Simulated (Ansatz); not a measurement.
# CHOSi (quartet): wave-function methods side by side, cc-pVDZ

An exercise on one series of results from a longer session: the logs are not shown, and one member is left open.

The runs use Ansatz 0.2.0, Gaussian basis; cc-pVDZ, core rule «outside noble gas», up to 7 orbitals frozen.

To be run: UHF; CCSD(T) on ROHF; CCSD(T) on UHF; BCCD(T) on ROHF; CISD as a restricted active space (open shells left free, so some higher excitations enter); CCSDT(Q) on ROHF; CCSDT(Q) on UHF.

25 further runs of the same task are left out: 15 that didn't finish, 10 set aside as unsound or not needed. Runs told in other sessions of the task aren't counted.

### What is computed

The geometry is a PBE0/def2-TZVP stationary point (not a proven minimum) of the parent state, kept for this charge and spin.

4 atoms, charge 0, spin multiplicity 4.

Atoms are counted from 1 here; the program's logs count them from 0.

Bond lengths: C1–Si2 1.734 Å, C1–H4 1.091 Å, Si2–O3 1.512 Å. Angles: Si2–C1–H4 122.7°, C1–Si2–O3 156.4°.

The first run:

in.yaml reads:

```yaml
crystal:
  periodic: [false, false, false]
  atoms:
    - {symbol: C, position_ang: [0.000000, -0.252496, 1.704393]}
    - {symbol: Si, position_ang: [0.000000, 0.153083, 0.018811]}
    - {symbol: O, position_ang: [0.000000, -0.110768, -1.469523]}
    - {symbol: H, position_ang: [0.000000, 0.501477, 2.492415]}
basis:
  gaussian: {orbitals: cc-pVDZ}
magnetization: {spin_polarized: true, initial_magnetization: 3}
hamiltonian: {xc: hf}
output: {orbitals: {seedname: orbitals}}
```

Started as:

```bash
> ansatz run in.yaml --threads 1 --pin off --events-out ev --progress --plain --max-ram 2393MiB
```

Among the steps run: UHF; CCSD(T) on ROHF; CCSD(T) on UHF; BCCD(T) on ROHF; CISD as a restricted active space (open shells left free, so some higher excitations enter); CCSDT(Q) on ROHF; CCSDT(Q) on UHF.

One table of the session follows, with a row left open; its other results are not shown here.

```
   method  from RCCSDT(Q) (meV)
     ROHF              +10649.8
      UHF                     ?
     RMP2               +1036.4
     UMP2               +1013.4
     CISD               +1480.2
    RCCSD                +460.2
    UCCSD                +454.9
 RCCSD(T)                 +76.8
 UCCSD(T)                 +76.8
  BCCD(T)                 +74.5
   RCCSDT                 +32.1
   UCCSDT                 +31.4
RCCSDT(Q)                     0
UCCSDT(Q)                 -23.4
```

**Question.** Estimate the row for UHF.

**Answer.** from RCCSDT(Q) (meV): +10424.6. In the column «from RCCSDT(Q) (meV)» it lies between CISD (+1480.2) and ROHF (+10649.8).

To keep in mind: Restricted and unrestricted rows rest on different reference determinants; a gap between their highest levels can come from leftover correlation error, from unlike frozen cores or from another state.
